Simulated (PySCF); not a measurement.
# C6H12 (2,3-dimethyl-2-butene) at 6 levels

We compute a comparison of 6 runs (PBE/6-31G*, SVWN5/6-31G*, TPSS/6-31G*, r2SCAN/6-31G*, revPBE/6-31G*, CCSD(T)/6-31G*) of C6H12 (2,3-dimethyl-2-butene). 

The calculation is run with PySCF 2.14.0.

### Step 1. The molecule

C6H12 has 18 atoms, charge 0, and is taken as a singlet. As SMILES, `CC(C)=C(C)C`. One bond was lengthened or shortened from a relaxed shape.

Some bond lengths: C1–C2 1.502 Å, C2–C3 1.502 Å, C2–C4 1.335 Å, C4–C5 1.503 Å, C4–C6 1.502 Å, C1–H7 1.086 Å, C1–H8 1.091 Å, C1–H9 1.091 Å, C3–H10 1.090 Å, C3–H11 1.091 Å, C3–H12 1.086 Å, C5–H13 1.254 Å, C5–H14 1.091 Å, C5–H15 1.087 Å, C6–H16 1.086 Å, C6–H17 1.090 Å. Some angles: C1–C2–C3 117.6°, C1–C2–C4 121.2°, C3–C2–C4 121.2°, C2–C4–C5 121.1°, C2–C4–C6 121.2°, C5–C4–C6 117.6°, C2–C1–H7 111.3°, C2–C1–H8 110.8°, C2–C1–H9 110.8°, C2–C3–H10 110.7°.

### Step 2. The energy at PBE/6-31G(d) (spherical functions) (run 1)

job.py

```python
from pyscf import gto, dft

system = gto.M(
    atom='''
C        0.358100      -1.658882       1.008367
C        0.343550      -0.554122      -0.009733
C        1.449430      -0.528642      -1.026453
C       -0.617760       0.372798      -0.010933
C       -0.631060       1.477468      -1.029433
C       -1.722400       0.350418       1.007067
H        1.202400      -2.325172       0.854797
H       -0.557980      -2.247952       0.952647
H        0.421290      -1.252842       2.018487
H        2.004060       0.408588      -0.970263
H        1.047090      -0.607092      -2.037153
H        2.146330      -1.347652      -0.871803
H        0.415160       2.164950      -0.953210
H       -0.678670       1.070668      -2.040133
H       -1.483170       2.136348      -0.885883
H       -2.422470       1.166018       0.848657
H       -1.319590       0.439298       2.016487
H       -2.274490      -0.588782       0.959467
''',
    spin=0,
    verbose=3,
    charge=0,
    max_memory=1860,
    basis='6-31g*',
)

calc0 = dft.RKS(system)
calc0.xc = 'pbe'
calc0.grids.level = 5
calc0.conv_tol = 1e-10
calc0.kernel()
if not calc0.converged:
    calc0 = calc0.newton().run(calc0.mo_coeff, calc0.mo_occ)

etot = calc0.e_tot
print('Final energy', etot)
```

The run is started by

```sh
$ OMP_NUM_THREADS=1 python job.py
```

Output:

```text
converged SCF energy = -235.485471244414
Final energy -235.4854712444137
```

It took 49 s on 1 thread of Intel Xeon at 2.70GHz, shared host; peak memory 0.59 GiB.

### Step 3. A single-point energy at SVWN5/6-31G(d) (spherical functions) (run 2)

calc.py

```python
from pyscf import gto, dft

mol = gto.Mole()
mol.atom = '''
C      0.358100    -1.658882     1.008367
C      0.343550    -0.554122    -0.009733
C      1.449430    -0.528642    -1.026453
C     -0.617760     0.372798    -0.010933
C     -0.631060     1.477468    -1.029433
C     -1.722400     0.350418     1.007067
H      1.202400    -2.325172     0.854797
H     -0.557980    -2.247952     0.952647
H      0.421290    -1.252842     2.018487
H      2.004060     0.408588    -0.970263
H      1.047090    -0.607092    -2.037153
H      2.146330    -1.347652    -0.871803
H      0.415160     2.164950    -0.953210
H     -0.678670     1.070668    -2.040133
H     -1.483170     2.136348    -0.885883
H     -2.422470     1.166018     0.848657
H     -1.319590     0.439298     2.016487
H     -2.274490    -0.588782     0.959467
'''
mol.charge = 0
mol.basis = '6-31g*'
mol.max_memory = 1860
mol.verbose = 4
mol.build()

mf = dft.RKS(mol, xc='svwn')
mf.conv_tol = 1e-10
mf.grids.level = 5
mf.kernel()
if not mf.converged:
    mf = mf.newton().run(mf.mo_coeff, mf.mo_occ)

energy = mf.e_tot
print('E = %.10f Eh' % energy)
```

The run is started by

```sh
$ OMP_NUM_THREADS=1 python calc.py
```

Output:

```text
PySCF version 2.14.0

[... 90 lines left out ...]
converged SCF energy = -233.573163427656
E = -233.5731634277 Eh
```

It took 29 s on 1 thread of Intel Xeon at 2.70GHz, shared host; peak memory 0.41 GiB.

### Step 4. A single-point energy at TPSS/6-31G(d) (spherical functions) (run 3)

start.xyz

```xyz
18
C6H12
C      0.358100    -1.658882     1.008367
C      0.343550    -0.554122    -0.009733
C      1.449430    -0.528642    -1.026453
C     -0.617760     0.372798    -0.010933
C     -0.631060     1.477468    -1.029433
C     -1.722400     0.350418     1.007067
H      1.202400    -2.325172     0.854797
H     -0.557980    -2.247952     0.952647
H      0.421290    -1.252842     2.018487
H      2.004060     0.408588    -0.970263
H      1.047090    -0.607092    -2.037153
H      2.146330    -1.347652    -0.871803
H      0.415160     2.164950    -0.953210
H     -0.678670     1.070668    -2.040133
H     -1.483170     2.136348    -0.885883
H     -2.422470     1.166018     0.848657
H     -1.319590     0.439298     2.016487
H     -2.274490    -0.588782     0.959467
```

run.py

```python
from pyscf import gto, dft

mol = gto.Mole()
mol.atom = 'start.xyz'
mol.max_memory = 1860
mol.basis = '6-31g*'
mol.verbose = 3
mol.build()

mf = dft.RKS(mol, xc='tpss')
mf.conv_tol = 1e-10
mf.grids.level = 5
mf.kernel()
if not mf.converged:
    mf = mf.newton().run(mf.mo_coeff, mf.mo_occ)

e_final = mf.e_tot
print('Final energy', e_final)
```

The run is started by

```sh
$ OMP_NUM_THREADS=1 python run.py
```

Output:

```text
converged SCF energy = -235.873501420255
Final energy -235.87350142025508
```

Wall time 96 s (1 thread of Intel Xeon at 2.70GHz, shared host); peak memory 0.64 GiB.

Runs 4 to 5 aren't shown in full; the table further down has their settings and results.

### Step 5. A single-point energy at CCSD(T)/6-31G(d) (spherical functions) (run 6)

calc.py

```python
from pyscf import gto, scf, cc

mol = gto.M(
    atom='''
C      0.676711    -3.134833     1.905537
C      0.649215    -1.047139    -0.018393
C      2.739026    -0.998989    -1.939715
C     -1.167397     0.704486    -0.020660
C     -1.192531     2.792010    -1.945346
C     -3.254864     0.662194     1.903081
H      2.272207    -4.393938     1.615332
H     -1.054429    -4.248014     1.800242
H      0.796123    -2.367528     3.814388
H      3.787125     0.772119    -1.833531
H      1.978713    -1.147238    -3.849661
H      4.055976    -2.546693    -1.647469
H      0.784539     4.091163    -1.801306
H     -1.282500     2.023269    -3.855293
H     -2.802785     4.037113    -1.674076
H     -4.577805     2.203455     1.603729
H     -2.493664     0.830153     3.810608
H     -4.298163    -1.112637     1.813130
''',
    spin=0,
    unit='bohr',
    verbose=4,
    basis='6-31g*',
    max_memory=1860,
)

myscf = scf.RHF(mol)
myscf.conv_tol = 1e-10
myscf.kernel()
if not myscf.converged:
    myscf = myscf.newton().run(myscf.mo_coeff, myscf.mo_occ)

mycc = cc.CCSD(myscf, frozen=6)
mycc.kernel()
e_t = mycc.ccsd_t()
energy = mycc.e_tot + e_t
print('E(%s) = %.9f' % ('CCSD(T)', energy))
```

The run is started by

```sh
$ OMP_NUM_THREADS=1 python calc.py
```

Output:

```text
PySCF version 2.14.0

[... 74 lines left out ...]
converged SCF energy = -234.155843767839
[... 12 lines left out ...]
Init t2, MP2 energy = -234.936540525208  E_corr(MP2) -0.78069675736928
[... 12 lines left out ...]
CCSD converged
[... 2 lines left out ...]
E(CCSD(T)) = -235.035708709
```

Wall time 2 min (1 thread of Intel Xeon at 2.70GHz, shared host); peak memory 0.97 GiB.

### Step 6. The series

| run | level | integration grid | frozen core orbitals | energy (Eh) | dipole moment (D) of the reference | HOMO energy (eV) | LUMO energy (eV) | wall time |
| --- | --- | --- | --- | --- | --- | --- | --- | --- |
| 1 | PBE/6-31G* (spherical functions) | 5 | – | -235.485471 | 0.16 | -4.79 | 0.09 | 49 s |
| 2 | SVWN5/6-31G* (spherical functions) | 5 | – | -233.573163 | 0.14 | -4.86 | -0.03 | 29 s |
| 3 | TPSS/6-31G* (spherical functions) | 5 | – | -235.873501 | 0.18 | -4.88 | 0.19 | 96 s |
| 4 | r2SCAN/6-31G* (spherical functions) | 5 | – | -235.668356 | 0.17 | -5.01 | 0.22 | 1.8 min |
| 5 | revPBE/6-31G* (spherical functions) | 5 | – | -235.750761 | 0.17 | -4.76 | 0.14 | 54 s |
| 6 | CCSD(T)/6-31G* (spherical functions) | – | 6 | -235.035709 | 0.18 | -8.41 | 4.92 | 2 min |

### Step 7. Results

| quantity | value |
| --- | --- |
| run 6: total energy | -235.03571 Eh |
| run 6: dipole moment (Hartree–Fock density) | 0.18 D |
| run 6: HOMO energy (Hartree–Fock orbitals) | -8.41 eV |
| run 6: LUMO energy (Hartree–Fock orbitals) | 4.92 eV |
| run 6: HOMO–LUMO gap (Hartree–Fock orbitals) | 13.33 eV |
| run 6: correlation energy (6 core orbitals frozen) | -879.9 mEh |
| run 6: (T) correction | -27.33 mEh |
| run 6: T1 diagnostic | 0.009 |

**Reading.** Over runs 1, 2, 3, 4, 5 the dipole moment (its size) runs from 0.14 D (SVWN5/6-31G*) to 0.18 D (TPSS/6-31G*). Over runs 1, 2, 3, 4, 5 the HOMO–LUMO gap runs from 4.83 eV (SVWN5/6-31G*) to 5.23 eV (r2SCAN/6-31G*). Totals of different functionals can't be ranked against each other. All runs together took 7.6 min, the longest 2 min.
